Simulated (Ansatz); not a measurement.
## How methods differ on SiH2Cl− (SMILES [SiH2-]Cl)

The species is SiH2Cl− (4 atoms), meant as a singlet with charge -1. SMILES: `[SiH2-]Cl`. Geometry: relaxed at GFN2-xTB.

| atom | x (Å) | y (Å) | z (Å) |
| --- | --- | --- | --- |
| Si | -0.4879 | 0.4312 | 0.2539 |
| Cl | 1.6721 | -0.1225 | 0.7745 |
| H | -0.9711 | -0.9776 | 0.1654 |
| H | -0.2132 | 0.6688 | -1.1938 |

Quantity: the energy change with the Si1–H4 bond stretched from 1.493 to 2.239 Å, in eV. The values are calculated.

```json
{"level": "HF/STO-3G (restricted)", "kind": "Hartree–Fock", "program": "Ansatz", "value (eV)": "3.15", "less FCI/STO-3G": "+0.81"}
{"level": "B3LYP/STO-3G (restricted)", "kind": "global hybrid", "program": "Ansatz", "value (eV)": "2.25", "less FCI/STO-3G": "-0.09"}
{"level": "PBE0/STO-3G (restricted)", "kind": "global hybrid", "program": "Ansatz", "value (eV)": "2.41", "less FCI/STO-3G": "+0.07"}
{"level": "RPA@PBE/STO-3G (restricted)", "kind": "RPA", "program": "Ansatz", "value (eV)": "2.15", "less FCI/STO-3G": "-0.19"}
{"level": "MP2/STO-3G (restricted)", "kind": "perturbation theory", "program": "Ansatz", "value (eV)": "2.68", "less FCI/STO-3G": "+0.34"}
{"level": "BCCD(T)/STO-3G (restricted)", "kind": "coupled cluster or CI", "program": "Ansatz", "value (eV)": "2.34", "less FCI/STO-3G": "0.00"}
{"level": "CCSD(T)/STO-3G (restricted)", "kind": "coupled cluster or CI", "program": "Ansatz", "value (eV)": "2.34", "less FCI/STO-3G": "0.00"}
{"level": "CCSDT(Q)/STO-3G (restricted)", "kind": "coupled cluster or CI", "program": "Ansatz", "value (eV)": "2.34", "less FCI/STO-3G": "0.00"}
{"level": "FCI/STO-3G", "kind": "exact in the basis", "program": "Ansatz", "value (eV)": "2.34", "less FCI/STO-3G": "0.00"}
```

FCI/STO-3G is exact within its basis and frozen core, so for wave-function methods in that basis the difference is their error; functionals converge differently with the basis, so for them it is only a difference. Spin-restricted single references rise too steeply as a bond breaks, Hartree–Fock most of all. Sets without diffuse functions describe the anion poorly. The first shape isn't each level's own minimum. The values span 2.15 to 3.15 eV. All rows use very small basis sets, so even the best lies far from the true value.
